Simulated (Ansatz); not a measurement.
## Cohesive energy of some cubic solids

Method: r²SCAN+rVV10 (PAW; Ansatz, an electronic-structure program). References are measured values corrected to a static lattice. The table is a random draw of 6 from 11 solids with such references.

Values in eV/atom.

| solid | reference | r²SCAN+rVV10 | error (eV/atom) |
|---|---|---|---|
| fcc Cu | 3.52 | 4.13 | +0.61 |
| zinc-blende CdS (metastable phase) | 2.87 | 2.99 | +0.12 |
| fcc Rh | 5.78 | 5.82 | +0.04 |
| bcc Ba | 1.91 | 2.23 | +0.32 |
| bcc Mo | 6.84 | 6.00 | -0.84 |
| fcc Ag | 2.97 | 3.17 | +0.20 |

Over these 6 solids the mean error is +0.07 eV/atom, the mean absolute error 0.35 eV/atom (median 0.26 eV/atom), and the worst case bcc Mo at -0.84 eV/atom; the value is too high in 5 of 6 cases. Over all 11, from unrounded values, the mean error is +0.05 eV/atom and the mean absolute error 0.28 eV/atom (median 0.20 eV/atom).

All these references are brought to a static lattice.

Spin–orbit coupling is left out, also for the solids with elements from indium on (bcc Ba); its size isn't shown.

Differences are worked out from the printed values.

Free atoms are spin-polarised, in the lowest state found; at levels without +SOC their spin–orbit coupling is left out. Each level is taken at its own relaxed cell. Ansatz's density-functional and Hartree–Fock values are scalar-relativistic unless marked +SOC, with PAW data made under PBE.

Ansatz's runs of these crystals have no spin polarisation. Meta-GGAs and exact exchange favour moments, which can bear on fcc Rh.

Not in this set, of the solids of all kinds but layered and molecular ones with a reference value in our tables and a result at some level: 101 for no value at r²SCAN+rVV10 (not run, a failed fit, an unstable or unbound cell, or a value held back for tests); 12 for a reference at room or unstated temperature; 6 for sources at odds; 3 for the spin–orbit terms of free Br, In, Sn, Te, I and atoms past barium, a cut that leaves lighter open-shell atoms' terms in the errors; 1 for a high-temperature or high-pressure phase. These can be a level's best or worst cases. At least 15 more with a reference value are held back for tests. Solids without a released value at any level aren't counted. The metals Ce to Yb are counted apart.

References as tabulated in Mejia-Rodriguez and Trickey (2018), arXiv:1807.09216; Harl et al. (2010), doi:10.1103/physrevb.81.115126; Albrecht et al. (1997), arXiv:cond-mat/9706128; Jana et al. (2018), arXiv:1807.00350 and others.
